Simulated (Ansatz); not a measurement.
A relaxation, step by step

C$_{2}$H$_{4}$Li (charge +1), closed shell, PBE0-D4/def2-TZVP (Ansatz 0.2.0). Settings:

```yaml
hamiltonian: {xc: pbe0, dispersion: d4}
relax: {f_tol: 0.005, max_steps: 200}
```

Start:

```xyz
7
angstrom
Li -0.0337 -0.0024 -1.9849
C 0.0990 -0.6701 0.3003
C -0.0888 0.6706 0.2982
H -0.7525 -1.3727 0.3655
H 1.1123 -1.1118 0.3310
H 0.7643 1.3738 0.3276
H -1.1006 1.1125 0.3621
```

```json
{"step": "1", "energy less the last (meV)": "34.9", "largest force component (eV/Å)": "0.560"}
{"step": "2", "energy less the last (meV)": "2.0", "largest force component (eV/Å)": "0.151"}
{"step": "3", "energy less the last (meV)": "0.0", "largest force component (eV/Å)": "0.016"}
{"step": "4 (rejected trial)", "energy less the last (meV)": "0.2", "largest force component (eV/Å)": "0.042"}
{"step": "5", "energy less the last (meV)": "0.0", "largest force component (eV/Å)": "0.003"}
```

Step 2, positions (Å) and forces (eV/Å):

```csv
atom,x,y,z,Fx,Fy,Fz
Li1,-0.034,-0.004,-1.961,0.000,-0.001,0.017
C2,0.098,-0.663,0.296,-0.008,0.058,0.007
C3,-0.088,0.664,0.295,0.009,-0.057,0.010
H4,-0.743,-1.356,0.360,0.128,0.100,-0.011
H5,1.099,-1.098,0.327,-0.151,0.062,-0.006
H6,0.755,1.357,0.325,-0.129,-0.101,-0.006
H7,-1.087,1.099,0.358,0.151,-0.061,-0.011
```

Step 3, positions (Å) and forces (eV/Å):

| atom | x | y | z | Fx | Fy | Fz |
| --- | --- | --- | --- | --- | --- | --- |
| Li1 | -0.034 | -0.004 | -1.953 | 0.000 | 0.000 | 0.000 |
| C2 | 0.098 | -0.661 | 0.297 | -0.001 | 0.005 | -0.014 |
| C3 | -0.087 | 0.662 | 0.296 | 0.000 | -0.005 | -0.016 |
| H4 | -0.740 | -1.351 | 0.358 | -0.001 | -0.005 | 0.007 |
| H5 | 1.094 | -1.095 | 0.325 | 0.003 | -0.004 | 0.007 |
| H6 | 0.752 | 1.353 | 0.323 | 0.002 | 0.005 | 0.008 |
| H7 | -1.083 | 1.096 | 0.355 | -0.002 | 0.004 | 0.008 |

Last step (5):

```xyz
7
angstrom
Li -0.0340 -0.0052 -1.9545
C 0.0977 -0.6604 0.2955
C -0.0875 0.6620 0.2948
H -0.7396 -1.3516 0.3578
H 1.0942 -1.0948 0.3254
H 0.7514 1.3534 0.3241
H -1.0824 1.0967 0.3567
```

The run took about 7 s on 2 CPU threads of an Arm Neoverse V1 (shared host).
